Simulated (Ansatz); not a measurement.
We consider hcp Hf, described by r²SCAN (Ansatz, a quantum-chemistry and plane-wave program, PAW).

Run with plane-wave cutoff 560 eV, 18×18×12 k mesh (along the axes of the cell as run), Fermi–Dirac smearing 0.05 eV, scalar-relativistic PAW data made under PBE.

Shape and atoms are relaxed at each volume.

Pressure at four volumes; x = ln(V/22.353 Å³). One pressure is withheld.

| V (Å³/atom) | x | P (GPa) |
|---|---|---|
| 21.458 | -0.0409 | ? |
| 21.906 | -0.0202 | 2.30 |
| 22.353 | 0.0000 | 0.00 |
| 23.247 | 0.0392 | -4.06 |

Q: Pass a parabola P(x) through the three rows shown, estimate the bulk modulus and its pressure derivative near zero pressure, and predict the withheld pressure.

A: Slopes between the rows: (0.00 − (2.30))/(0.0000 − (-0.0202)) = -113.86 and (-4.06 − (0.00))/(0.0392 − (0.0000)) = -103.57 GPa. Their difference over the span 0.0594 is c = 10.29/0.0594 = 173.2 GPa, so P(x) = 2.30 + (-113.86)(x − (-0.0202)) + 173.2 (x − (-0.0202))(x − (0.0000)). At the middle row B = −dP/dx = −[-113.86 + 173.2 × 0.0202] = 110.4 GPa, and B′ = dB/dP = 2c/B = 3.1. At x = -0.0409 the parabola gives 4.80 GPa; the run gives 4.82 GPa. The Birch–Murnaghan fit to the energies at all volumes has B0 = 110 GPa and B′ = 3.3.

Measured, for comparison: bulk modulus 110 GPa (zero-point energy and finite temperature contributions removed; as tabulated in doi:10.1021/acs.jctc.3c00612). Computed less measured: bulk modulus +0.0 %.

Spin–orbit coupling is not included.
